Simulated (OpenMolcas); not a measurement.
# C2ClF3 (SMILES FC(F)=C(F)Cl) at RI-MP2/def2-TZVP (Cholesky decomposition), part 2 of 2

OpenMolcas 26.06. Earlier steps stand in the parts before.

## 3. The distorted shape, same level

Input file coord.xyz:

```xyz
6

F      0.836580    -1.771443     0.121413
C     -0.077040    -0.646760     0.235640
F     -1.177330    -0.979550     0.887500
C      0.151140     0.571920    -0.249990
F      1.284840     0.841200    -0.899610
Cl    -0.935120     1.882370    -0.105330
```

Input file job.inp:

```
* C2ClF3 RI-MP2
>>> EXPORT MOLCAS_PRINT=2

&GATEWAY
 BasLib=$CurrDir
 Coord=coord.xyz
 Basis=def2-TZVP
 Group=NoSym

&SEWARD
 Low

&SCF
 PrOrbitals=1 1

&MBPT2
 Frozen=10
```

The basis set def2-TZVP is read from a file made from the Basis Set Exchange's data (not shown).

On the command line:

```bash
$ export MOLCAS_MEM=1860
$ pymolcas job.inp > job.log
```

Standard output:

```text
--- Start Module: gateway ---

                                              &GATEWAY

                       available to each process: 1.9 GB of memory, 1 thread

 Basis Set     1 Label: F.DEF2-TZVP
 Basis set is read from library:.
 basistype.tbl is not found

 Basis Set     2 Label: C.DEF2-TZVP
 Basis set is read from library:.
 basistype.tbl is not found

 Basis Set     3 Label: F.DEF2-TZVP
 Basis set is read from library:.
 basistype.tbl is not found

 Basis Set     4 Label: C.DEF2-TZVP
 Basis set is read from library:.
 basistype.tbl is not found

 Basis Set     5 Label: F.DEF2-TZVP
 Basis set is read from library:.
 basistype.tbl is not found

 Basis Set     6 Label: CL.DEF2-TZVP
 Basis set is read from library:.
 basistype.tbl is not found

++    Symmetry information:
      ---------------------

                    Character Table for C1

                             E
                    a        1  x, y, xy, Rz, z, xz, Ry, yz, Rx, I
--

++    Basis set information:
      ----------------------

      Basis set label: F.DEF2-TZVP.........

      Electronic valence basis set:
      ------------------
      Associated Effective Charge   9.000000 au
      Associated Actual Charge      9.000000 au
      Nuclear Model: Point charge

      Shell  nPrim  nBasis  Cartesian Spherical Contaminant
         s      11       5        X
         p       6       3        X
         d       2       2                 X
         f       1       1                 X

      Basis set label: C.DEF2-TZVP.........

      Electronic valence basis set:
      ------------------
      Associated Effective Charge   6.000000 au
      Associated Actual Charge      6.000000 au
      Nuclear Model: Point charge

      Shell  nPrim  nBasis  Cartesian Spherical Contaminant
         s      11       5        X
         p       6       3        X
         d       2       2                 X
         f       1       1                 X

      Basis set label: F.DEF2-TZVP.........

      Electronic valence basis set:
      ------------------
      Associated Effective Charge   9.000000 au
      Associated Actual Charge      9.000000 au
      Nuclear Model: Point charge

      Shell  nPrim  nBasis  Cartesian Spherical Contaminant
         s      11       5        X
         p       6       3        X
         d       2       2                 X
         f       1       1                 X

      Basis set label: C.DEF2-TZVP.........

      Electronic valence basis set:
      ------------------
      Associated Effective Charge   6.000000 au
      Associated Actual Charge      6.000000 au
      Nuclear Model: Point charge

      Shell  nPrim  nBasis  Cartesian Spherical Contaminant
         s      11       5        X
         p       6       3        X
         d       2       2                 X
         f       1       1                 X

      Basis set label: F.DEF2-TZVP.........

      Electronic valence basis set:
      ------------------
      Associated Effective Charge   9.000000 au
      Associated Actual Charge      9.000000 au
      Nuclear Model: Point charge

      Shell  nPrim  nBasis  Cartesian Spherical Contaminant
         s      11       5        X
         p       6       3        X
         d       2       2                 X
         f       1       1                 X

      Basis set label: CL.DEF2-TZVP.........

      Electronic valence basis set:
      ------------------
      Associated Effective Charge  17.000000 au
      Associated Actual Charge     17.000000 au
      Nuclear Model: Point charge

      Shell  nPrim  nBasis  Cartesian Spherical Contaminant
         s      14       5        X
         p       9       5        X
         d       3       2                 X
         f       1       1                 X
--

++    Molecular structure info:
      -------------------------

                    ************************************************
                    **** Cartesian Coordinates / bohr, angstrom ****
                    ************************************************

     Center  Label                x              y              z                     x              y              z
        1      F1               1.580907      -3.347542       0.229437              0.836580      -1.771443       0.121413
        2      C2              -0.145585      -1.222199       0.445295             -0.077040      -0.646760       0.235640
        3      F3              -2.224831      -1.851081       1.677132             -1.177330      -0.979550       0.887500
        4      C4               0.285613       1.080772      -0.472413              0.151140       0.571920      -0.249990
        5      F5               2.427996       1.589638      -1.700017              1.284840       0.841200      -0.899610
        6      CL6             -1.767121       3.557164      -0.199045             -0.935120       1.882370      -0.105330

                    ***************************************
                    *    InterNuclear Distances / bohr    *
                    ***************************************

               1 F1            2 C2            3 F3            4 C4            5 F5            6 CL6
    1 F1       0.000000
    2 C2       2.746716        0.000000
    3 F3       4.338071        2.497235        0.000000
    4 C4       4.666942        2.516306        4.417990        0.000000
    5 F5       5.368062        4.374026        6.700185        2.521063        0.000000
    6 CL6      7.685561        5.087914        5.742704        3.228151        4.870634        0.000000

[... 84 lines left out ...]
      Nuclear repulsion energy =  288.60668797
[... 43 lines left out ...]
++ Convergence information
                                   SCF        iterations: Energy and convergence statistics
[... 16 lines left out ...]
       Convergence after  12 Iterations
[... 3 lines left out ...]
 *                                             SCF/KS-DFT Program, Final results                                             *
 *                                                       Final Results                                                       *
[... 13 lines left out ...]
      All orbitals with orbital energies smaller than  E(LUMO)+0.5 are printed

++    Molecular orbitals:
      -------------------

      Title: SCF orbitals

      Molecular orbitals for symmetry species 1: a

          Orbital            1         2         3         4         5         6         7         8         9        10
          Energy         -104.8919  -26.3762  -26.3592  -26.3473  -11.4609  -11.4257  -10.6191   -8.0862   -8.0843   -8.0842
          Occ. No.          2.0000    2.0000    2.0000    2.0000    2.0000    2.0000    2.0000    2.0000    2.0000    2.0000

          Orbital           11        12        13        14        15        16        17        18        19        20
          Energy           -1.7043   -1.6791   -1.6167   -1.2067   -1.0682   -0.8865   -0.8228   -0.7950   -0.7774   -0.7396
          Occ. No.          2.0000    2.0000    2.0000    2.0000    2.0000    2.0000    2.0000    2.0000    2.0000    2.0000

          Orbital           21        22        23        24        25        26        27        28        29        30
          Energy           -0.7323   -0.7011   -0.6916   -0.6728   -0.6203   -0.5466   -0.5126   -0.4033    0.1454    0.1502
          Occ. No.          2.0000    2.0000    2.0000    2.0000    2.0000    2.0000    2.0000    2.0000    0.0000    0.0000

          Orbital           31        32        33        34        35        36        37        38        39        40
          Energy            0.1713    0.2136    0.2540    0.3058    0.3287    0.3477    0.3752    0.3931    0.3991    0.4282
          Occ. No.          0.0000    0.0000    0.0000    0.0000    0.0000    0.0000    0.0000    0.0000    0.0000    0.0000

          Orbital           41        42        43        44        45        46        47        48        49
          Energy            0.4676    0.4876    0.5002    0.5691    0.5719    0.6101    0.6211    0.6325    0.6451
          Occ. No.          0.0000    0.0000    0.0000    0.0000    0.0000    0.0000    0.0000    0.0000    0.0000

--

++    Molecular charges:
      ------------------

      Mulliken charges per centre and basis function type
      ---------------------------------------------------

                F1      C2      F3      C4      F5      CL6
      1s       3.9306  2.9490  3.9232  3.0085  3.9235  5.8986
      2px      1.7418  0.6241  1.5819  0.6832  1.5700  3.6303
      2pz      1.9350  0.9252  1.7938  0.9505  1.7996  3.9355
[... 15 lines of this table left out ...]
      N-E     -0.2421  0.4452 -0.2040  0.2155 -0.2155  0.0010

      Total electronic charge=   56.000000

      Total            charge=   -0.000000
--

++    Molecular properties:
      ---------------------

      Charge (e):
                      =   -0.0000
      Dipole Moment (debye):
      Origin of the operator (angstrom)=   -0.1196    0.2470   -0.0153
                   X= -8.3068E-01               Y=  9.9634E-01               Z=  1.1208E-01           Total=  1.3020E+00
      Quadrupole Moment (debye*angstrom):
      Origin of the operator (angstrom)=   -0.1196    0.2470   -0.0153
                  XX= -3.9751E+01              XY= -1.3576E-01              XZ=  1.2469E+00              YY= -3.9541E+01
                  YZ=  7.3907E-01              ZZ= -3.8190E+01
      In traceless form (debye*angstrom)
                  XX= -8.8508E-01              XY= -2.0364E-01              XZ=  1.8704E+00              YY= -5.7037E-01
                  YZ=  1.1086E+00              ZZ=  1.4554E+00
--

--- Stop Module: scf /rc=_RC_ALL_IS_WELL_ ---
--- Module scf spent 13 seconds ---

--- Start Module: mbpt2 ---

                                               &MBPT2

                       available to each process: 1.9 GB of memory, 1 thread

WARNING!
Default frozen orbitals as non valence orbitals is overwritten by user input.
Default values:  10

      Cartesian coordinates in angstrom:
      -----------------------------------------------------
      No.  Label        X            Y            Z
      -----------------------------------------------------
       1   F1         0.83658000  -1.77144300   0.12141300
       2   C2        -0.07704000  -0.64676000   0.23564000
       3   F3        -1.17733000  -0.97955000   0.88750000
       4   C4         0.15114000   0.57192000  -0.24999000
       5   F5         1.28484000   0.84120000  -0.89961000
       6   CL6       -0.93512000   1.88237000  -0.10533000
      -----------------------------------------------------
      Nuclear repulsion energy =  288.60668797

      Contents of RUNFILE file:
      -------------------------

      Symmetry species                           1
                                                 a
      Number of basis functions                192
      Frozen occupied orbitals                  10
      Active occupied orbitals                  18
      Active external orbitals                 164
      Deleted external orbitals                  0

      Reference numbers of frozen occupied orbitals according to the original input sequence
      symmetry species 1                        1  2  3  4  5  6  7  8  9 10

      Energies of the active occupied orbitals

      symmetry species 1                    -1.704299     -1.679112     -1.616669     -1.206732     -1.068153
                                            -0.886508     -0.822841     -0.794963     -0.777410     -0.739597
                                            -0.732307     -0.701054     -0.691584     -0.672801     -0.620288
                                            -0.546588     -0.512578     -0.403257

      Energies of the active external orbitals

      symmetry species 1                     0.145406      0.150157      0.171300      0.213607      0.254028
                                             0.305827      0.328743      0.347737      0.375197      0.393121
                                             0.399132      0.428228      0.467605      0.487613      0.500178
                                             0.569133      0.571888      0.610099      0.621063      0.632458
[... 28 lines of this table left out ...]
                                            26.391329     58.666484     58.971405     59.046562

      ********************************************************************************************************
      *                                               Results                                                *
      ********************************************************************************************************

       SCF energy                           =     -833.6387248346 a.u.
       Second-order correlation energy      =       -1.2370041263 a.u.
       ( Opposite-Spin contribution         =       -0.9117027909 )

       Total energy                         =     -834.8757289609 a.u.

       Reference weight ( Cref**2 )         =        0.76636

::    Total MBPT2 energy                             -834.8757289609

       Zeroth-order energy (E0)             =     -227.2169095569 a.u.

       Shanks-type energy S1(E)             =     -834.8782574104 a.u.

--- Stop Module: mbpt2 /rc=_RC_ALL_IS_WELL_ ---

.##################.
.# Happy landing! #.
.##################.

    Timing: Wall=30.62 User=29.55 System=0.98
```

Run time: 31 s. Hardware: 1 thread of Arm Neoverse V1, shared host; peak memory 0.15 GiB.

## 4. What came out

This closing draws on all 2 parts.

Level: RI-MP2/def2-TZVP (Cholesky decomposition), 10 core orbitals frozen.

| quantity | value |
| --- | --- |
| first shape: total energy | -834.88864 Eh |
| first shape: dipole moment (mean-field density) | 0.55 D |
| first shape: HOMO energy (Hartree–Fock orbitals) | -10.63 eV |
| first shape: LUMO energy (Hartree–Fock orbitals) | 4.33 eV |
| first shape: HOMO–LUMO gap (Hartree–Fock orbitals) | 14.96 eV |
| first shape: correlation energy (10 core orbitals frozen) | -1230.0 mEh |
| distorted shape: total energy | -834.87573 Eh |
| distorted shape: dipole moment (mean-field density) | 1.30 D |
| distorted shape: HOMO energy (Hartree–Fock orbitals) | -10.97 eV |
| distorted shape: LUMO energy (Hartree–Fock orbitals) | 3.96 eV |
| distorted shape: HOMO–LUMO gap (Hartree–Fock orbitals) | 14.93 eV |
| distorted shape: correlation energy (10 core orbitals frozen) | -1237.0 mEh |
| energy change with the F1–C2 bond stretched from 1.321 to 1.453 Å | 0.351 eV |

With the F1–C2 bond stretched from 1.321 to 1.453 Å the energy rises by 0.35 eV (33.9 kJ/mol). The first shape isn't relaxed at this level, so the change isn't measured from a minimum.
